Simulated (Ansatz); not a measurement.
Two isomers of C4H7NO: A = `CC1C=NCO1`, B = `C=COC(=C)N`.

Computed with Ansatz on PBE0-D4/def2-TZVP structures; ΔE is electronic, products minus reactants. CCSD(T)/CBS adds triple-zeta CCSD(T) − MP2 to the extrapolated MP2 energy (def2 sets, frozen cores). Functionals use def2-TZVPP. B3LYP here is the variant with VWN-RPA as its local correlation; programs differ in this. Each species was taken in one conformer, which may not be the lowest.

Which is lower in electronic energy at CCSD(T)/CBS, and by how much? (An estimate is asked.)

Ansatz gave: A, by 69.9 kJ/mol.

Give E(B) − E(A) in kJ/mol with CCSD/def2-TZVPP, r2SCAN-D4, B2PLYP, CCSD(T)/def2-TZVPP, PBE0-D4, MP2/def2-TZVPP, B3LYP-D4. (Best estimate.)

Computed: CCSD/def2-TZVPP 75.8, r2SCAN-D4 58.8, B2PLYP 59.5, CCSD(T)/def2-TZVPP 74.5, PBE0-D4 70.4, MP2/def2-TZVPP 77.1, B3LYP-D4 51.1. None reverses the order clearly.

Largest T1 diagnostic: 0.013.

From PBE to PBE0 (25 % exact exchange), in def2-TZVPP and without D4, E(B) − E(A) moves by +12.4 kJ/mol. In def2-TZVPP, CCSD(T) changes the Hartree–Fock value by +6.9 kJ/mol (the triples alone add −1.3 kJ/mol) and MP2 by +9.5 kJ/mol.
